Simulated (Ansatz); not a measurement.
# C8H18: up Jacob's ladder to CCSD(T)

How much do the methods differ for C8H18? The plan is to run it at one geometry with functionals of several rungs and with coupled cluster, and see how far each lands from CCSD(T) at the basis-set limit for the atomisation energy.

Computed with Ansatz 0.2.0, Gaussian basis. Level: functionals in def2-TZVPP, the program's frozen cores in correlated methods.

Levels to be run: PBE-D4, r2SCAN-D4, PBE0-D4, B3LYP-D4, ωB97X-V, ωB97M-V, B2PLYP; CCSD(T)/def2-TZVPP; MP2/def2-QZVPP; extrapolation to the limit.

### 1 The geometry

An earlier PBE0-D4 in a triple-zeta def2 set relaxation fixed the geometry.

SMILES `CCC(C)CC(C)C`, 26 atoms, charge 0, spin multiplicity 1.

Atoms are counted from 1 here; the program's logs count them from 0.

Bond lengths: C1–C2 1.519 Å, C1–H9 1.092 Å, C1–H10 1.092 Å, C1–H11 1.094 Å, C2–C3 1.529 Å, C2–H12 1.097 Å, C2–H13 1.094 Å, C3–C4 1.523 Å, C3–C5 1.535 Å, C3–H14 1.099 Å, C4–H15 1.093 Å, C4–H16 1.092 Å, C4–H17 1.095 Å, C5–C6 1.528 Å, C5–H18 1.098 Å, C5–H19 1.096 Å, C6–C7 1.522 Å, C6–C8 1.522 Å and more. Angles: C2–C1–H9 111.2°, C2–C1–H10 112.1°, C2–C1–H11 110.9°, H9–C1–H10 107.3°, H9–C1–H11 107.6°, H10–C1–H11 107.5°, C1–C2–C3 114.5°, C1–C2–H12 109.8°, C1–C2–H13 108.9°, C3–C2–H12 108.3°, C3–C2–H13 109.1°, H12–C2–H13 105.8°, C2–C3–C4 111.2°, C2–C3–C5 111.6°, C2–C3–H14 107.7°, C4–C3–C5 110.7°, C4–C3–H14 107.6°, C5–C3–H14 107.8° and more.

### 2 PBE-D4 (GGA)

in.yaml

```yaml
crystal:
  periodic: [false, false, false]
  atoms:
    - {symbol: C, position_ang: [-1.164034, -2.603428, 1.019441]}
    - {symbol: C, position_ang: [-0.131994, -1.729734, 0.327234]}
    - {symbol: C, position_ang: [0.005282, -0.323637, 0.913239]}
    - {symbol: C, position_ang: [0.613605, -0.364983, 2.309269]}
    - {symbol: C, position_ang: [0.820634, 0.595555, -0.007578]}
    - {symbol: C, position_ang: [0.004527, 1.515546, -0.914017]}
    - {symbol: C, position_ang: [0.927544, 2.436570, -1.698465]}
    - {symbol: C, position_ang: [-0.923526, 0.764535, -1.857654]}
    - {symbol: H, position_ang: [-1.241912, -3.580101, 0.536182]}
    - {symbol: H, position_ang: [-0.916843, -2.778543, 2.068818]}
    - {symbol: H, position_ang: [-2.154155, -2.138858, 0.986861]}
    - {symbol: H, position_ang: [0.851567, -2.215136, 0.364083]}
    - {symbol: H, position_ang: [-0.386325, -1.652737, -0.733497]}
    - {symbol: H, position_ang: [-1.005166, 0.100214, 1.003586]}
    - {symbol: H, position_ang: [0.658115, 0.635760, 2.746391]}
    - {symbol: H, position_ang: [0.040799, -0.997381, 2.990895]}
    - {symbol: H, position_ang: [1.635806, -0.755668, 2.270223]}
    - {symbol: H, position_ang: [1.494189, -0.012228, -0.626928]}
    - {symbol: H, position_ang: [1.472391, 1.230599, 0.602622]}
    - {symbol: H, position_ang: [-0.619982, 2.140263, -0.260264]}
    - {symbol: H, position_ang: [1.571134, 1.857916, -2.368996]}
    - {symbol: H, position_ang: [0.359940, 3.141437, -2.311601]}
    - {symbol: H, position_ang: [1.575282, 3.013645, -1.033319]}
    - {symbol: H, position_ang: [-1.650335, 0.152629, -1.319196]}
    - {symbol: H, position_ang: [-1.482482, 1.462605, -2.486462]}
    - {symbol: H, position_ang: [-0.354060, 0.105171, -2.520868]}
basis:
  gaussian: {orbitals: def2-TZVPP}
hamiltonian: {xc: pbe, dispersion: d4}
output: {forces: true, orbitals: {seedname: orbitals}}
```

The runs that follow: r2SCAN-D4 (meta-GGA); PBE0-D4 (hybrid); B3LYP-D4 (hybrid); ωB97X-V (range-separated); ωB97M-V (range-separated); B2PLYP (double hybrid); CCSD(T) in def2-TZVPP; MP2 in def2-QZVPP.

**Question.** What will the summary of the whole plan be? Wanted: atomisation energy, CCSD(T)/CBS; farthest; mean size of error, hybrid; mean size of error, range-separated; gap, smallest and largest; T1 diagnostic; triples share of the correlation energy.

The runs gave:

```
                               quantity                                  value
        atomisation energy, CCSD(T)/CBS                             107.482 eV
    functionals within 0.537 eV (0.5 %)  r2SCAN-D4, B3LYP-D4, ωB97X-V, ωB97M-V
                               farthest                     PBE-D4 (+1.708 eV)
             mean size of error, hybrid                               0.403 eV
    mean size of error, range-separated                               0.195 eV
              gap, smallest and largest   7.47 eV (PBE-D4), 13.78 eV (ωB97X-V)
                          T1 diagnostic                                 0.0086
triples share of the correlation energy                                  3.8 %
```

In words: PBE-D4 is off by +1.708 eV. Double hybrids carry the basis error of their MP2 part in triple zeta, and no dispersion term here, so their miss is partly the set-up's. The reference freezes the cores and leaves out relativity and excitations past (T), so misses under about 0.537 eV can't be ranked. Hartree-Fock recovers 76 % of the binding; the rest is correlation. The gap grows from 7.5 to 13.8 eV across the functionals, mostly with the share of exact exchange.
